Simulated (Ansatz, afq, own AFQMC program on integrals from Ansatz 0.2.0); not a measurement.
## CH₅, doublet: AFQMC among the cluster methods

```yaml
atoms:
  - { symbol: H, position_ang: [-1.8706, 0.0000, 0.0000] }
  - { symbol: H, position_ang: [-1.0596, 0.0000, 0.0000] }
  - { symbol: C, position_ang: [0.1964, 0.0000, 0.0000] }
  - { symbol: H, position_ang: [0.1964, -1.0800, 0.0000] }
  - { symbol: H, position_ang: [0.1964, 0.5400, 0.9353] }
  - { symbol: H, position_ang: [0.1964, 0.5400, -0.9353] }
```

Basis cc-pVTZ. Only valence electrons are correlated. AFQMC by an in-house program on the Cholesky factors that Ansatz 0.2.0 writes for its CCSD(T) run. ph-AFQMC/CISD is guided by a CISD state made of CCSD amplitudes; releasing the constraint for a short imaginary time cuts its bias at the price of noise, slowly where states lie close. Error bars are statistical, one sigma.

Determinant: UHF, the one that the program's search chose, which needn't be the lowest solution. The geometry is a point of a scan.

No full CI on the walks' own integrals is used here; CCSDT(Q) serves as the reference and is uncertain by about the last step of the cluster series.

The T1 diagnostic is 0.0145, the weight of the determinant in the CISD state is 0.913 and the ⟨S²⟩ of the determinant is 0.782. The size of the correlated space is 9 electrons in 99 orbitals.

| level | correlation energy (eV) |
| --- | --- |
| MP2 | -5.6956 |
| CCSD | -6.4004 |
| CCSD(T) | -6.5925 |

Problem. Estimate where phaseless AFQMC with a CISD trial lies against CCSD(T) on the same integrals.

Solution. 19.5 ± 3.8 meV below CCSD(T).

Reference: CCSDT(Q), correlation energy -6.615 eV. The released energy is read at 2.40 1/Eh (meV from the phaseless value at times in 1/Eh: -2 ± 4 at 0.24, -5 ± 4 at 0.51, -3.4 ± 2.2 at 0.99, 1 ± 3 at 1.62, -4 ± 4 at 2.40).

```
         level  E − E(reference) (meV)  share of correlation (%)
       CCSD(T)                    22.2                     99.66
         CCSDT                     5.7                     99.91
 ph-AFQMC/CISD               2.7 ± 3.8                     99.96
released AFQMC              -0.8 ± 3.9                    100.01
```

A walk keeps the symmetry of its determinant, which the program's search chose and which needn't be the lowest solution, so a lower state of the same spin and another symmetry isn't excluded. Released energies are given only where the last usable release times agree within the noise; a slower fall can still hide under it.
